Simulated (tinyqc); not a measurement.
ROHF in the sto-3g basis, for LiH, spin multiplicity 3, step by step. One step of it, computed by the program tinyqc.

Question. Iteration 3: building the Fock matrix. J_ij = sum D_kl (ij|kl) with D = D(alpha) + D(beta), K_ij = sum D_kl (ik|jl) for each spin; F = H + J - K(s); E = tr D H + tr D J / 2 - 0.5 sum_s tr D(s) K(s) + E_nn.

D(alpha) after iteration 2:
```
            1Li 1s     1Li 2s    1Li 2px    1Li 2py    1Li 2pz      2H 1s
1Li 1s    1.061506  -0.256054  -0.033981   0.009353  -0.012941   0.034507
1Li 2s   -0.256054   1.065179   0.126123  -0.041622   0.030100  -0.143670
1Li 2px  -0.033981   0.126123   0.014947  -0.004884   0.003663  -0.016651
1Li 2py   0.009353  -0.041622  -0.004884   0.013379   0.020661   0.106711
1Li 2pz  -0.012941   0.030100   0.003663   0.020661   0.041446   0.183765
2H 1s     0.034507  -0.143670  -0.016651   0.106711   0.183765   0.889084
```

D(beta) after iteration 2:
```
            1Li 1s     1Li 2s    1Li 2px    1Li 2py    1Li 2pz      2H 1s
1Li 1s    0.981510   0.035662   0.000597  -0.001743  -0.004091  -0.002290
1Li 2s    0.035662   0.001296   0.000022  -0.000063  -0.000149  -0.000083
1Li 2px   0.000597   0.000022   0.000000  -0.000001  -0.000002  -0.000001
1Li 2py  -0.001743  -0.000063  -0.000001   0.000003   0.000007   0.000004
1Li 2pz  -0.004091  -0.000149  -0.000002   0.000007   0.000017   0.000010
2H 1s    -0.002290  -0.000083  -0.000001   0.000004   0.000010   0.000005
```

core Hamiltonian H = T + V (hartree):
```
            1Li 1s     1Li 2s    1Li 2px    1Li 2py    1Li 2pz      2H 1s
1Li 1s   -4.587569  -1.028340   0.000000   0.000000  -0.004849  -0.011191
1Li 2s   -1.028340  -1.284794   0.000000   0.000000  -0.056713  -0.177660
1Li 2px   0.000000   0.000000  -1.045148   0.000000   0.000000   0.000000
1Li 2py   0.000000   0.000000   0.000000  -1.045148   0.000000   0.000000
1Li 2pz  -0.004849  -0.056713   0.000000   0.000000  -1.082096  -0.267473
2H 1s    -0.011191  -0.177660   0.000000   0.000000  -0.267473  -1.011002
```

Two-electron integrals (ij|kl) in chemists' order, unique and non-zero (hartree):
```
(11|11) 1.680395   (21|11) 0.265420   (21|21) 0.049941   (22|11) 0.397727
(22|21) 0.092860   (22|22) 0.290562   (31|31) 0.008981   (32|31) 0.013788
(32|32) 0.064184   (33|11) 0.396640   (33|21) 0.092880   (33|22) 0.290497
(33|33) 0.312946   (41|41) 0.008981   (42|41) 0.013788   (42|42) 0.064184
(43|43) 0.016869   (44|11) 0.396640   (44|21) 0.092880   (44|22) 0.290497
(44|33) 0.279207   (44|44) 0.312946   (51|51) 0.008981   (52|51) 0.013788
(52|52) 0.064184   (53|53) 0.016869   (54|54) 0.016869   (55|11) 0.396640
(55|21) 0.092880   (55|22) 0.290497   (55|33) 0.279207   (55|44) 0.279207
(55|55) 0.312946   (61|11) 0.002421   (61|21) 0.000474   (61|22) 0.000953
(61|33) 0.000935   (61|44) 0.000935   (61|51) 0.000079   (61|52) 0.000165
(61|55) 0.000989   (61|61) 0.000005   (62|11) 0.030941   (62|21) 0.007433
(62|22) 0.028588   (62|33) 0.026871   (62|44) 0.026871   (62|51) 0.000998
(62|52) 0.008965   (62|55) 0.031985   (62|61) 0.000094   (62|62) 0.007788
(63|31) 0.000242   (63|32) 0.001714   (63|53) 0.000917   (63|63) 0.000256
(64|41) 0.000242   (64|42) 0.001714   (64|54) 0.000917   (64|64) 0.000256
(65|11) 0.046704   (65|21) 0.011238   (65|22) 0.043652   (65|33) 0.040853
(65|44) 0.040853   (65|51) 0.001546   (65|52) 0.014045   (65|55) 0.049194
(65|61) 0.000143   (65|62) 0.012349   (65|65) 0.019610   (66|11) 0.181473
(66|21) 0.043759   (66|22) 0.179226   (66|33) 0.167519   (66|44) 0.167519
(66|51) 0.004848   (66|52) 0.055374   (66|55) 0.202296   (66|61) 0.000539
(66|62) 0.068255   (66|65) 0.109493   (66|66) 0.774606
```

nuclear repulsion = 0.54442100 hartree

Give: Coulomb J; exchange K(alpha); exchange K(beta); F(alpha); F(beta); total energy of this density.

Answer.

Coulomb J (hartree):
```
         1Li 1s  1Li 2s  1Li 2px  1Li 2py  1Li 2pz  2H 1s
1Li 1s    3.938   0.667    0.003   -0.001    0.005  0.006
1Li 2s    0.667   1.269    0.015   -0.005    0.055  0.156
1Li 2px   0.003   0.015    1.255    0.000    0.000  0.000
1Li 2py  -0.001  -0.005    0.000    1.255    0.001  0.000
1Li 2pz   0.005   0.055    0.000    0.001    1.289  0.242
2H 1s     0.006   0.156    0.000    0.000    0.242  1.268
```

exchange K(alpha) (hartree):
```
         1Li 1s  1Li 2s  1Li 2px  1Li 2py  1Li 2pz  2H 1s
1Li 1s    1.702   0.267    0.000   -0.001   -0.001  0.004
1Li 2s    0.267   0.322    0.041   -0.011    0.022  0.079
1Li 2px   0.000   0.041    0.077   -0.001    0.000  0.001
1Li 2py  -0.001  -0.011   -0.001    0.076    0.011  0.018
1Li 2pz  -0.001   0.022    0.000    0.011    0.116  0.141
2H 1s     0.004   0.079    0.001    0.018    0.141  0.719
```

exchange K(beta) (hartree):
```
         1Li 1s  1Li 2s  1Li 2px  1Li 2py  1Li 2pz  2H 1s
1Li 1s    1.668   0.277    0.000   -0.001   -0.002  0.003
1Li 2s    0.277   0.056    0.000    0.000   -0.001  0.001
1Li 2px   0.000   0.000    0.010    0.000    0.000  0.000
1Li 2py  -0.001   0.000    0.000    0.010    0.000  0.000
1Li 2pz  -0.002  -0.001    0.000    0.000    0.010  0.000
2H 1s     0.003   0.001    0.000    0.000    0.000  0.000
```

F(alpha) (hartree):
```
         1Li 1s  1Li 2s  1Li 2px  1Li 2py  1Li 2pz   2H 1s
1Li 1s   -2.352  -0.629    0.003    0.000    0.002  -0.008
1Li 2s   -0.629  -0.338   -0.025    0.006   -0.023  -0.100
1Li 2px   0.003  -0.025    0.134    0.001    0.000  -0.001
1Li 2py   0.000   0.006    0.001    0.134   -0.010  -0.018
1Li 2pz   0.002  -0.023    0.000   -0.010    0.091  -0.167
2H 1s    -0.008  -0.100   -0.001   -0.018   -0.167  -0.462
```

F(beta) (hartree):
```
         1Li 1s  1Li 2s  1Li 2px  1Li 2py  1Li 2pz   2H 1s
1Li 1s   -2.318  -0.638    0.003    0.000    0.002  -0.008
1Li 2s   -0.638  -0.072    0.015   -0.005   -0.001  -0.022
1Li 2px   0.003   0.015    0.200    0.000    0.000   0.000
1Li 2py   0.000  -0.005    0.000    0.200    0.001   0.000
1Li 2pz   0.002  -0.001    0.000    0.001    0.197  -0.026
2H 1s    -0.008  -0.022    0.000    0.000   -0.026   0.257
```

total energy of this density = -7.76442 hartree
